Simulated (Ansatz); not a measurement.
C3H5FO2 can be A, `C=C(O)OCF`, or B, `OC1(O)CC1F`.

Calculated with Ansatz (gas phase, PBE0-D4/def2-TZVP geometries, no zero-point term in ΔE). CCSD(T)/CBS adds triple-zeta CCSD(T) − MP2 to the extrapolated MP2 energy (def2 sets, frozen cores). Functionals use def2-TZVPP. B3LYP here is the variant with VWN-RPA as its local correlation; programs differ in this. Each species was taken in one conformer, which may not be the lowest.

A:

Z-matrix (Å, degrees):
```
C
O 1 1.395
F 1 1.351 2 106.1
H 1 1.096 2 110.4 3 -118.1
H 1 1.096 2 110.4 3 118.1
C 2 1.351 1 117.0 3 179.5
O 6 1.340 2 110.1 1 -179.7
C 6 1.331 2 127.0 1 0.3
H 7 0.963 6 108.2 2 0.2
H 8 1.079 6 118.9 2 -179.9
H 8 1.078 6 122.1 2 0.1
```

B:

```xyz
11

O     0.3515   -1.5076    0.5849
C    -0.2547   -0.3955    0.0485
O    -1.5517   -0.5749   -0.3903
C     0.1565    0.9103    0.6558
C     0.5503    0.5588   -0.7533
F     1.8521    0.2537   -0.9957
H     0.5582   -2.1154   -0.1335
H    -2.1036   -0.7478    0.3806
H    -0.5864    1.6858    0.7913
H     0.9456    0.8575    1.3955
H     0.0821    1.0750   -1.5838
```

(1) Which is lower in electronic energy at CCSD(T)/CBS, and by how much? (Estimate.)

(2) Give E(B) − E(A) in kJ/mol with PBE-D4, PBE0-D4, B2PLYP, r2SCAN-D4, MP2/def2-TZVPP, B3LYP, CCSD(T)/def2-TZVPP. (An estimate is asked.)

Largest T1 diagnostic: 0.012.

## Answers

(1) Ansatz gave: A, by 31.5 kJ/mol.

(2) Ansatz gave: PBE-D4 28.7, PBE0-D4 22.9, B2PLYP 40.4, r2SCAN-D4 34.2, MP2/def2-TZVPP 26.8, B3LYP 44.5, CCSD(T)/def2-TZVPP 32.8. None reverses the order clearly.

In def2-TZVPP, CCSD(T) changes the Hartree–Fock value by −19.1 kJ/mol (the triples alone add +1.4 kJ/mol) and MP2 by −25.1 kJ/mol. From PBE to PBE0 (25 % exact exchange), in def2-TZVPP and without D4, E(B) − E(A) moves by −5.9 kJ/mol.
